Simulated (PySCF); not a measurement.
For diamond, PBE (PySCF, GTH pseudopotentials, Gaussian basis) gives:

equilibrium lattice constant a: 3.572 Å
bulk modulus: 435 GPa
cohesive energy: 7.72 eV/atom

Task: What does MP2 in PySCF (GTH pseudopotentials, Gaussian basis) give for the same quantities?

Result: 
- lattice constant a: 3.537 Å (drops by 1.0 %)
- bulk modulus: 469 GPa (increases by 7.8 %)
- cohesive energy: 8.10 eV/atom (increases by 0.38 eV/atom)

For comparison: lattice constant a 3.553 Å (measured, static lattice: zero-point anharmonic expansion removed, our sources range from 3.543 to 3.555; as tabulated in Mejia-Rodriguez and Trickey (2018), arXiv:1807.09216); bulk modulus 455 GPa (measured, 0 K value with the zero-point phonon effect removed; as tabulated in Mejia-Rodriguez and Trickey (2018), arXiv:1807.09216); cohesive energy 7.55 eV/atom (measured, static lattice: zero-point vibration energy added; as tabulated in Mejia-Rodriguez and Trickey (2018), arXiv:1807.09216).

Changes are worked out from the printed values.

Unless a cell is named, each level is at its own relaxed cell (PBE 5.70, MP2 5.53 Å³/atom).
